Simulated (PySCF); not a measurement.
# Molecular orbitals of SiP

r²SCAN at R = 2.079 Å; PySCF, no relativity, basis sets Si cc-pV(D+d)Z, P cc-pV(D+d)Z. State: ²Π (doublet), unpaired electrons π ↑. Only the outer orbitals are listed, counted within each symmetry.

| spin | orbital | occ. | ε (eV) | on Si (%) | main shells (%) |
| --- | --- | --- | --- | --- | --- |
| α | 7σ | 1 | -16.07 | 28 | 68 P s, 21 Si s |
| α | 8σ | 1 | -10.47 | 60 | 59 Si s, 25 P s, 15 P p |
| α | 3π | 1 | -7.30 | 31 | 68 P p, 28 Si p |
| α | 3π | 1 | -6.34 | 34 | 66 P p, 32 Si p |
| α | 9σ | 1 | -6.24 | 53 | 44 P p, 38 Si p, 15 Si s |
| α | 4π | 0 | -3.31 | 70 | 70 Si p, 28 P p |
| α | 4π | 0 | -2.66 | 68 | 67 Si p, 31 P p |
| α | 10σ | 0 | 1.10 | 82 | 68 Si p, 23 P p, 10 Si d |
| β | 7σ | 1 | -15.11 | 33 | 63 P s, 26 Si s |
| β | 8σ | 1 | -10.01 | 58 | 55 Si s, 27 P s, 15 P p |
| β | 9σ | 1 | -6.11 | 53 | 44 P p, 39 Si p, 13 Si s |
| β | 3π | 1 | -6.11 | 39 | 60 P p, 38 Si p |
| β | 3π | 0 | -5.34 | 44 | 56 P p, 42 Si p |
| β | 4π | 0 | -2.62 | 62 | 61 Si p, 37 P p |
| β | 4π | 0 | -2.19 | 58 | 56 Si p, 41 P p |

Task: Which are the highest filled and the lowest empty level, where do they sit, and how wide is the gap?

Result: Highest filled β 3π at -6.11 eV (in %: 60 P p, 38 Si p); lowest empty β 3π at -5.34 eV (in %: 56 P p, 42 Si p); the gap at r²SCAN is 0.77 eV. Both belong to one degenerate shell, split only by its one-sided filling, so this is no excitation gap.

```json
{
  "bond order (Mayer)": "2.27",
  "⟨S²⟩": "0.759",
  "charge on Si (Mulliken, basis-dependent)": "0.12",
  "charge on Si (Löwdin, basis-dependent)": "0.08",
  "dipole moment (positive dipole means Si(−)P(+))": "-0.77 D"
}
```

The state is the lowest determinant that a PBE0 search found; another state may lie lower at other levels.
